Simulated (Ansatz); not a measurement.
# AlP₂H+ (doublet): the correlation ladder, cc-pVTZ

One table from this session's results is given with a row withheld; the runs are named, their logs left out.

Method: cc-pVTZ, core rule «outside noble gas», up to 15 orbitals frozen; program: Ansatz 0.2.0, Gaussian basis.

Plan: UHF; CCSD(T) on ROHF; CCSD(T) on UHF; BCCD(T) on ROHF; CCSDT(Q) on ROHF; CCSDT(Q) on UHF.

4 further runs of the same task are left out: 4 set aside as unsound or not needed. Runs told in other sessions of the task aren't counted.

## What is computed

The geometry is a PBE0/def2-TZVP stationary point (not a proven minimum) of the parent state, kept for this charge and spin.

4 atoms, charge 1, spin multiplicity 2.

Atoms are counted from 1 here; the program's logs count them from 0.

Bond lengths: P1–Al2 2.184 Å, Al2–P3 2.207 Å, P3–H4 1.432 Å. Angles: P1–Al2–P3 178.8°, Al2–P3–H4 86.1°.

As a file:

| atom | x (Å) | y (Å) | z (Å) |
| --- | --- | --- | --- |
| P1 | 0.0000 | -0.3088 | 2.7275 |
| Al2 | 0.0001 | -0.3286 | 0.5433 |
| P3 | 0.0000 | -0.3965 | -1.6625 |
| H4 | 0.0000 | 1.0340 | -1.6082 |

Set-up of the first run:

in.yaml reads:

```yaml
crystal:
  periodic: [false, false, false]
  atoms:
    - {symbol: P, position_ang: [-0.000037, -0.308815, 2.727497]}
    - {symbol: Al, position_ang: [0.000091, -0.328625, 0.543252]}
    - {symbol: P, position_ang: [-0.000036, -0.396524, -1.662499]}
    - {symbol: H, position_ang: [-0.000018, 1.033964, -1.608249]}
basis:
  gaussian: {orbitals: cc-pVTZ}
total_charge: 1
magnetization: {spin_polarized: true, initial_magnetization: 1}
hamiltonian: {xc: hf}
output: {orbitals: {seedname: orbitals}}
```

On the command line:

```
$ ansatz run in.yaml --threads 1 --pin off --events-out ev --progress --plain --max-ram 4096MiB --backend cpu
```

Among the steps run: UHF; CCSD(T) on ROHF; CCSD(T) on UHF; BCCD(T) on ROHF; CCSDT(Q) on ROHF; CCSDT(Q) on UHF.

One table of the session follows, with a row left open; its other results are not shown here.

| method | from RCCSDT(Q) (meV) |
| --- | --- |
| UHF | +8980.0 |
| RMP2 | ? |
| UMP2 | +1790.0 |
| RCCSD | +636.5 |
| UCCSD | +528.6 |
| RCCSD(T) | +41.2 |
| UCCSD(T) | +112.8 |
| BCCD(T) | +112.3 |
| RCCSDT | +84.4 |
| UCCSDT | +44.3 |
| RCCSDT(Q) | 0 |
| UCCSDT(Q) | +16.3 |

Estimate the missing values for RMP2.

The run gave: from RCCSDT(Q) (meV): +2494.6. In the column «from RCCSDT(Q) (meV)» it lies between UMP2 (+1790.0) and UHF (+8980.0).

Left out of the table: ROHF (another determinant or state than the rows shown).

Caveats from the session: The report flags that the cluster equations may have other roots. The determinant of CCSD(T) (⟨S²⟩ 1.77) is far from a pure spin state, so its energy mixes those of several spin states; high orders of coupled cluster remove much of that, low ones don't. The determinant of CCSDT(Q) (⟨S²⟩ 1.77) is far from a pure spin state, so its energy mixes those of several spin states; high orders of coupled cluster remove much of that, low ones don't. The program flags RCCSD(T), BCCD(T), RCCSDT(Q) as in doubt, so the zero of the table is itself unsure. Warnings: spin contamination; coupled cluster took another determinant than the lowest; large T1 diagnostic. Restricted and unrestricted rows rest on different reference determinants; a gap between their highest levels can come from leftover correlation error, from unlike frozen cores or from another state.
